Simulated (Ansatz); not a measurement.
Tuning the range parameter of LC-ωPBE so that −HOMO meets the ionisation energy; basis def2-TZVPD, Ansatz. System: B3⁻. The state is a singlet with charge -1. Geometry: PBE-D4/def2-TZVPD. The ionised state is a doublet.

Geometry of the singlet:

Cartesian coordinates in Å:
```
B -0.8540 -0.2276 0.1410
B 0.5738 -0.6002 -0.3338
B 0.2802 0.8278 0.1928
```

At LC-ωPBE (ω = 0.20 bohr⁻¹)/def2-TZVPD, LC-ωPBE (ω = 0.30 bohr⁻¹)/def2-TZVPD the charge 0 doublet is spin-contaminated (final ⟨S²⟩ up to 0.90, 0.75 for a pure state). The structure comes from a short search, and lower isomers may exist.

```
ω (1/bohr)  HOMO (eV)  LUMO (eV)  vertical IE (eV)  HOMO + IE (eV)
       0.1      -1.42       3.50              2.63            1.22
      0.15      -1.98       3.96              2.66            0.68
       0.2      -2.41       4.27              2.67            0.26
```

**Question.** Estimate the row for 0.3 bohr⁻¹.

**Answer.** 
```csv
ω (1/bohr),HOMO (eV),LUMO (eV),vertical IE (eV),HOMO + IE (eV)
0.3,-2.97,4.55,2.62,-0.34
```

**Question.** Where does the tuning condition hold?

**Answer.** Near ω = 0.24 bohr⁻¹, by linear interpolation.
